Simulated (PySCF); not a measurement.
## Protonation sites of hydrogen sulfide

Molecule: `S` (H2S). Atom numbers as in the mapped SMILES `[SH2:1]`.

Energies: ωB97X-D3(BJ)/def2-TZVP (PySCF, density fitting, integration grid level 2) on PBE0-D3(BJ)/def2-SVP structures. Zero-point and thermal terms (298.15 K, 1 bar) come from unscaled PBE0-D3(BJ)/def2-SVP harmonic frequencies, with soft modes damped to free rotors in the entropy.

| site | product | PA / kcal/mol | GB / kcal/mol |
| --- | --- | --- | --- |
| S1 (sulfide sulfur) | [H3S]+ | 171.8 | 164.3 |

PA is −ΔH and GB is −ΔG of B + H⁺ → BH⁺ in the gas phase.

In DMF the product from S1 is solvated 72.2 kcal/mol more strongly than the parent (electrostatics only).

Measured values (NIST Chemistry WebBook, evaluated or the median of agreeing entries): proton affinity (−ΔH) 703 kJ/mol (computed 719, difference 16); gas-phase basicity (−ΔG) 674 kJ/mol (computed 687, difference 14).

Structures, frequencies and single points took 8.3 s of wall time on 1 thread of Arm Neoverse V1 (shared host), launched as `OMP_NUM_THREADS=1 python redox_run.py task.json out`.

Differences come from unrounded values, so a last digit can differ from that of the printed terms.
